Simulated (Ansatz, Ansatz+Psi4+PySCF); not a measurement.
```
atom   x (Å)   y (Å)   z (Å)
  Be  0.0000  0.0000  0.0000
   F  0.0000  0.0000  1.2957
```

Basis set: cc-pCVTZ on Be; cc-pVTZ on F (spherical functions). Frozen core: 1 orbital. Charge 0, multiplicity 2.

Computed with Ansatz (development build ahead of 0.2.0); the reference of a correlated method needn't be the lowest determinant of its kind.

Question: Give the atomization energy at this shape (free ground-state atoms in the same class of orbitals less the molecule, no zero-point energy) of doublet BeF by UHF-CCSD(T), UHF-CCSD.

Answer:

```
     method  atomization energy
UHF-CCSD(T)        544.4 kJ/mol
   UHF-CCSD        533.5 kJ/mol
```

Caution: the reference determinant was not shown to be the lowest.
